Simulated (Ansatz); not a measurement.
Computed with Ansatz on PBE0-D4/def2-TZVP structures; ΔE is electronic, products minus reactants. CCSD(T)/CBS is the MP2 limit (def2-TZVPP, def2-QZVPP) plus CCSD(T) − MP2 in def2-TZVPP, frozen cores. DFT in def2-TZVPP. B3LYP here is the variant with VWN-RPA as its local correlation; programs differ in this. One conformer a species, not always the lowest.

Reaction (isomerisation): `FCC=C=S` → `FC1C=C1S`

CCSD(T)/CBS gives +90.7 kJ/mol.

Question: Another level gave +89.8 kJ/mol. Which?
A. r2SCAN0/def2-TZVPP
B. CAM-B3LYP/def2-TZVPP
C. PBE0-D4/def2-TZVPP
D. B3LYP-D4/def2-TZVPP

Answer: B. CAM-B3LYP 89.8, B3LYP-D4 100.2, PBE0-D4 77.2, r2SCAN0 81.6 kJ/mol.

Largest T1 diagnostic among the species: 0.015.

From r2SCAN to r2SCAN0 (25 % exact exchange), in def2-TZVPP and without D4, ΔE moves by −9.7 kJ/mol. Leaving LDA and LC-ωPBE aside and taking each functional with its dispersion term where it has one, the values, not all of them listed here, spread over 35.4 kJ/mol, from ωB97X-V to BLYP-D4. LDA lies −16.0 kJ/mol from PBE without D4.
